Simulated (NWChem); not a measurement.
# CH7NSi (SMILES C[SiH2]N): levels of theory compared

We compute a comparison of 5 runs (HF/STO-3G, HF/3-21G, B3LYP/6-31G*, B3LYP/def2-TZVP) of CH7NSi. 

Program for the calculation: NWChem 7.3.0.

### 1 Starting point

CH7NSi has 10 atoms, charge 0, and is taken as a singlet. SMILES: `C[SiH2]N`. The coordinates come from a PBE0-D4/def2-TZVP relaxation. This is one conformer, not always the lowest.

Bond lengths: C1–Si2 1.871 Å, Si2–N3 1.720 Å, C1–H4 1.094 Å, C1–H5 1.093 Å, C1–H6 1.093 Å, Si2–H7 1.489 Å, Si2–H8 1.489 Å, N3–H9 1.007 Å, N3–H10 1.007 Å. Some angles: C1–Si2–N3 116.4°, C1–Si2–H7 108.4°, C1–Si2–H8 108.4°, N3–Si2–H7 106.9°, N3–Si2–H8 106.9°, Si2–C1–H4 110.5°, Si2–C1–H5 111.2°, Si2–C1–H6 111.2°, Si2–N3–H9 120.7°, Si2–N3–H10 120.7°.

### 2 Energy and forces at HF/STO-3G (run 1)

Contents of ch7nsi.nw:

```
start ch7nsi
title "CH7NSi hf"
memory 2200 mb
charge 0

geometry noautosym nocenter noautoz
   C    -1.164000    0.523700   -0.550500
   Si    0.201300   -0.665200   -0.076700
   N     1.478100   -0.020900    0.879700
   H    -1.921800    0.016300   -1.155000
   H    -0.773200    1.361000   -1.134500
   H    -1.657900    0.930900    0.335700
   H     0.818500   -1.192400   -1.324900
   H    -0.399200   -1.784200    0.700500
   H     2.165200    0.593000    0.474400
   H     1.336200    0.186700    1.854400
end

basis spherical bse
   * library STO-3G
end

scf
   singlet
   rhf
   thresh 1e-08
   maxiter 80
end

task scf gradient
```

On the command line:

```sh
$ nwchem ch7nsi.nw > ch7nsi.out
```

The program printed:

```text
[...]
  functions       =    26
[...]
  wavefunction    = RHF
[...]
         Total SCF energy =   -380.844079426250
      One-electron energy =   -758.647131650484
      Two-electron energy =    261.370919112041
 Nuclear repulsion energy =    116.432133112193
        Time for solution =      0.9s
[...]
                         RHF ENERGY GRADIENTS
    atom               coordinates                        gradient
                 x          y          z           x          y          z
   1 C      -2.199641   0.989650  -1.040294    0.000655  -0.003834  -0.000833
   2 Si      0.380402  -1.257046  -0.144942    0.000958   0.038951   0.011970
   3 N       2.793204  -0.039495   1.662392    0.004890   0.010541   0.006027
   4 H      -3.631675   0.030803  -2.182634   -0.007117  -0.005209  -0.005811
   5 H      -1.461136   2.571917  -2.143894    0.005074   0.006483  -0.004963
   6 H      -3.132977   1.759146   0.634381   -0.003204   0.002510   0.008817
   7 H       1.546741  -2.253309  -2.503698    0.014560  -0.012014  -0.027774
   8 H      -0.754379  -3.371649   1.323753   -0.012864  -0.025344   0.017874
   9 H       4.091635   1.120608   0.896486   -0.004564  -0.007555   0.002484
  10 H       2.525052   0.352812   3.504308    0.001611  -0.004529  -0.007791
[...]
```

Wall time 1.8 s (1 thread of Intel Xeon 6975P-C (Granite Rapids), shared host); peak memory 0.099 GiB.

### 3 Energy and forces at HF/3-21G (run 2)

Contents of work.nw:

```
start work
memory total 2200 mb

geometry units bohr noautosym nocenter noautoz
  C   -2.19964121   0.98964957  -1.04029423
  Si   0.38040187  -1.25704582  -0.14494199
  N    2.79320418  -0.03949528   1.66239207
  H   -3.63167567   0.03080254  -2.18263367
  H   -1.46113624   2.57191726  -2.14389429
  H   -3.13297694   1.75914605   0.63438106
  H    1.54674083  -2.25330943  -2.50369814
  H   -0.75437867  -3.37164935   1.32375315
  H    4.09163501   1.12060759   0.89648607
  H    2.52505205   0.35281187   3.50430813
end

basis spherical bse
  * library 3-21G
end

scf
  thresh 1e-08
  maxiter 80
end

task scf gradient
```

On the command line:

```sh
$ nwchem work.nw > work.out
```

The program printed:

```text
[...]
  functions       =    45
[...]
  wavefunction    = RHF
[...]
         Total SCF energy =   -383.289688764146
      One-electron energy =   -759.522802546418
      Two-electron energy =    259.800989015518
 Nuclear repulsion energy =    116.432124766754
        Time for solution =      1.0s
[...]
                         RHF ENERGY GRADIENTS
    atom               coordinates                        gradient
                 x          y          z           x          y          z
   1 C      -2.199641   0.989650  -1.040294    0.014151  -0.011782   0.004984
   2 Si      0.380402  -1.257046  -0.144942    0.000707   0.019980   0.006309
   3 N       2.793204  -0.039495   1.662392   -0.010460  -0.021045  -0.012505
   4 H      -3.631676   0.030803  -2.182634   -0.003145  -0.002971  -0.002765
   5 H      -1.461136   2.571917  -2.143894    0.003044   0.002961  -0.002352
   6 H      -3.132977   1.759146   0.634381   -0.001185   0.000947   0.004688
   7 H       1.546741  -2.253309  -2.503698    0.000649   0.001006   0.000940
   8 H      -0.754379  -3.371649   1.323753    0.000870   0.001108   0.000582
   9 H       4.091635   1.120608   0.896486   -0.001234   0.005430  -0.001743
  10 H       2.525052   0.352812   3.504308   -0.003397   0.004367   0.001862
[...]
```

Wall time 2 s (1 thread of Intel Xeon 6975P-C (Granite Rapids), shared host); peak memory 0.099 GiB.

Run 3 isn't shown in full; the table further down has it.

### 4 Energy and forces at B3LYP/6-31G(d) (Cartesian functions) (run 4)

Contents of ch7nsi.xyz:

```xyz
10

C     -1.164000     0.523700    -0.550500
Si     0.201300    -0.665200    -0.076700
N      1.478100    -0.020900     0.879700
H     -1.921800     0.016300    -1.155000
H     -0.773200     1.361000    -1.134500
H     -1.657900     0.930900     0.335700
H      0.818500    -1.192400    -1.324900
H     -0.399200    -1.784200     0.700500
H      2.165200     0.593000     0.474400
H      1.336200     0.186700     1.854400
```

Contents of run.py:

```python
from ase.io import read
from ase.calculators.nwchem import NWChem

system = read('ch7nsi.xyz')

calc = NWChem(
    label='ch7nsi',
    theory='dft',
    memory='2200 mb',
    basis='6-31G*',
    dft={'xc': 'b3lyp', 'mult': '1', 'grid': 'xfine', 'convergence': 'energy 1e-08', 'iterations': '100', 'mulliken': None},
)
system.calc = calc

forces = system.get_forces()
print(f"energy = {system.get_potential_energy():.6f} eV")
print("forces (eV/A):")
for s, f in zip(system.symbols, forces):
    print(f"{s:2s} {f[0]:10.5f} {f[1]:10.5f} {f[2]:10.5f}")
print("dipole (e A):", system.get_dipole_moment().round(4))
```

On the command line:

```sh
$ export ASE_NWCHEM_COMMAND="nwchem PREFIX.nwi > PREFIX.nwo"
$ python run.py
```

The program printed:

```text
energy = -10519.651723 eV
forces (eV/A):
C    -0.10937    0.05528   -0.04551
Si   -0.09775   -0.28102   -0.14187
N     0.23140   -0.08680    0.11467
H    -0.10495   -0.02031   -0.06906
H     0.00345    0.10480   -0.06623
H    -0.07724    0.06345    0.06731
H     0.01512   -0.02309   -0.02443
H    -0.00730   -0.03399    0.01270
H     0.17555    0.16090   -0.09364
H    -0.02890    0.06073    0.24611
dipole (e A): [0.0113 0.3285 0.1032]
```

The calculator wrote ch7nsi.nwi:

```
title "ch7nsi"

permanent_dir ch7nsi

scratch_dir ch7nsi

start ch7nsi

geometry units angstrom nocenter noautosym noautoz
  C  -1.1639999999999999e+00 5.2370000000000005e-01 -5.5049999999999999e-01
  Si 2.0130000000000001e-01 -6.6520000000000001e-01 -7.6700000000000004e-02
  N  1.4781000000000000e+00 -2.0899999999999998e-02 8.7970000000000004e-01
  H  -1.9218000000000000e+00 1.6299999999999999e-02 -1.1550000000000000e+00
  H  -7.7320000000000000e-01 1.3610000000000000e+00 -1.1345000000000001e+00
  H  -1.6578999999999999e+00 9.3089999999999995e-01 3.3570000000000000e-01
  H  8.1850000000000001e-01 -1.1923999999999999e+00 -1.3249000000000000e+00
  H  -3.9920000000000000e-01 -1.7842000000000000e+00 7.0050000000000001e-01
  H  2.1652000000000000e+00 5.9299999999999997e-01 4.7439999999999999e-01
  H  1.3362000000000001e+00 1.8670000000000000e-01 1.8544000000000000e+00
end

memory 2200 mb

basis noprint
   * library 6-31G*
end

dft
  xc b3lyp
  mult 1
  grid xfine
  convergence energy 1e-08
  iterations 100
  mulliken
end

task dft gradient
```

ch7nsi.nwo:

```text
Northwest Computational Chemistry Package (NWChem) 7.3.0
             --------------------------------------------------------

           Job information
           ---------------

    nwchem branch   = 7.3.0
    use scalapack   = T
    input           = ch7nsi.nwi
    prefix          = ch7nsi.
    data base       = ch7nsi/ch7nsi.db
    status          = startup
    nproc           =        1

           Memory information
           ------------------

[... 5 lines left out ...]
    hardfail = no
[... 109 lines left out ...]
  convergence criterion.
[... 43 lines left out ...]
          Spatial weights used:  Erf1
[... 32 lines left out ...]
 1-e energy   =    -758.885974
[... 46 lines left out ...]
           Coulomb energy =      295.537773589007
[... 511 lines left out ...]
          Convergence on density requested:  1.00D-05
[... 29 lines left out ...]
          total energy or number of iterations.
[... 36 lines left out ...]
                 ----------------------------------------
                 |  Time  |  1-e(secs)   |  2-e(secs)   |
                 ----------------------------------------
                 |  CPU   |       0.00   |       2.04   |
                 ----------------------------------------
                 |  WALL  |       0.00   |       2.04   |
                 ----------------------------------------

 Task  times  cpu:       23.8s     wall:       23.8s
 Total times  cpu:       23.8s     wall:       23.8s
```

It took 25 s on 1 thread of Intel Xeon 6975P-C (Granite Rapids), shared host; peak memory 0.14 GiB.

### 5 Energy and forces at B3LYP/def2-TZVP (run 5)

Contents of ch7nsi.nw:

```
start ch7nsi
memory total 2200 mb
charge 0
geometry noautosym nocenter noautoz
  C       -1.164000       0.523700      -0.550500
  Si       0.201300      -0.665200      -0.076700
  N        1.478100      -0.020900       0.879700
  H       -1.921800       0.016300      -1.155000
  H       -0.773200       1.361000      -1.134500
  H       -1.657900       0.930900       0.335700
  H        0.818500      -1.192400      -1.324900
  H       -0.399200      -1.784200       0.700500
  H        2.165200       0.593000       0.474400
  H        1.336200       0.186700       1.854400
end
basis spherical bse
  * library def2-TZVP
end
dft
  xc b3lyp
  grid fine
  convergence energy 1e-08
  maxiter 100
  mulliken
end
task dft gradient
```

On the command line:

```sh
$ nwchem ch7nsi.nw > ch7nsi.out
```

The program printed:

```text
[...]
          Wavefunction type:  closed shell.
          No. of atoms     :    10
          No. of electrons :    34
[...]
          Charge           :     0
          Spin multiplicity:     1
[...]
          AO basis - number of functions:   141
[...]
              XC Information
              --------------
                         B3LYP Method XC Potential
                     Hartree-Fock (Exact) Exchange  0.200
                        Slater Exchange Functional  0.800 local
                    Becke 1988 Exchange Functional  0.720 non-local
              Lee-Yang-Parr Correlation Functional  0.810
                  VWN I RPA Correlation Functional  0.190 local
[...]
 d= 0,ls=0.0,diis     1   -386.6262091462 -5.03D+02  5.27D-03  6.65D-01     4.5
[...]
 d= 0,ls=0.0,diis     8   -386.6739243316 -1.69D-09  1.24D-06  5.39D-08    30.9
         Total DFT energy =     -386.673924331615
      One electron energy =     -762.801226642990
           Coulomb energy =      295.674121769472
    Exchange-Corr. energy =      -35.978952570290
 Nuclear repulsion energy =      116.432133112193
[...]
  wavefunction    = closed shell
[...]
```

Wall time 46 s (1 thread of Intel Xeon 6975P-C (Granite Rapids), shared host); peak memory 0.13 GiB.

### 6 Overview of the runs

```
run                               level  iteration cap  module  energy (Eh)  dipole moment (D)  HOMO energy (eV)  LUMO energy (eV)  wall time
  1                           HF/STO-3G             80     scf  -380.844079               0.94             -7.98             13.74      1.8 s
  2                            HF/3-21G             80     scf  -383.289689               1.73            -10.23              5.52        2 s
  3  B3LYP/6-31G* (spherical functions)            100     dft  -386.586467               1.66             -6.58              1.26       24 s
  4  B3LYP/6-31G* (Cartesian functions)            100     dft  -386.590074               1.65             -6.58              1.22       25 s
  5                     B3LYP/def2-TZVP            100     dft  -386.673924               1.52             -6.96              0.39       46 s
```

### 7 Results

| quantity | value |
| --- | --- |
| run 5: total energy | -386.67392 Eh |
| run 5: dipole moment | 1.52 D |
| run 5: HOMO energy | -6.96 eV |
| run 5: LUMO energy | 0.39 eV |
| run 5: HOMO–LUMO gap | 7.35 eV |
| run 5: largest force on an atom | 0.245 eV/Å |

The dipole moment (its size) runs from 0.94 D (HF/STO-3G) to 1.73 D (HF/3-21G). The HOMO–LUMO gap runs from 7.35 eV (B3LYP/def2-TZVP) to 21.73 eV (HF/STO-3G). The two ends differ in method and basis. In run 1 the basis is minimal, so the values are rough. All runs together took 99 s, the longest 46 s.
